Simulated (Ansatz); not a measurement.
Reaction: CHN (SMILES [C-]#[NH+]) → CN (SMILES [C-]#[N+], doublet) + H (doublet) (the H-N bond breaks)
Each species at its own B3LYP-D3(BJ)/def2-TZVP minimum (Ansatz, an electronic-structure program).

Wanted: bond dissociation energy (electronic), in kcal/mol. UHF or UKS for unpaired electrons; spin-orbit terms are left out. CBS(X,Y): correlation extrapolated as X^-3, Hartree-Fock from the larger set (Q,5: extrapolated as (X+1)exp(-9√X)). A bracket is a step between two methods taken in the basis named. The functionals are non-relativistic, so their misses hold any scalar relativity. Double hybrids freeze cores in their MP2 part. '+ core + X2C': CCSD(T) terms for core correlation (cc-pwCVTZ) and scalar relativity (cc-pVTZ-DK). Where a partner has so few electrons that a lower coupled-cluster level is exact, that level stands in. The UHF reference of CN ([C-]#[N+], doublet) is spin-contaminated (<S^2> up to 0.37 over the pure value in the sets run).

CCSD(T)/CBS(cc-pVQZ,cc-pV5Z) + [CCSDT(Q) - CCSD(T)]/cc-pVQZ + [CCSDTQ - CCSDT(Q)]/cc-pVDZ + core + X2C (Ansatz) gives 116.8 kcal/mol.

Problem. How far off this value is PBE/def2-TZVPD (Ansatz), in which direction, and how far these levels: r2SCAN/def2-TZVPD, B3LYP/def2-TZVPD, PBE0/def2-TZVPD, wB97M-V/def2-TZVPD, B2PLYP/def2-TZVPD, CCSD(T)/CBS(cc-pVQZ,cc-pV5Z) + core + X2C?

Solution. PBE gives 113.6 kcal/mol, 3.2 kcal/mol below it. Differences of the others: r2SCAN/def2-TZVPD (Ansatz) -1.7; B3LYP/def2-TZVPD (Ansatz) 2.8; PBE0/def2-TZVPD (Ansatz) 1.5; wB97M-V/def2-TZVPD (Ansatz) 8.3; B2PLYP/def2-TZVPD (Ansatz) 0.3; CCSD(T)/CBS(cc-pVQZ,cc-pV5Z) + core + X2C (Ansatz) 1.8 kcal/mol.
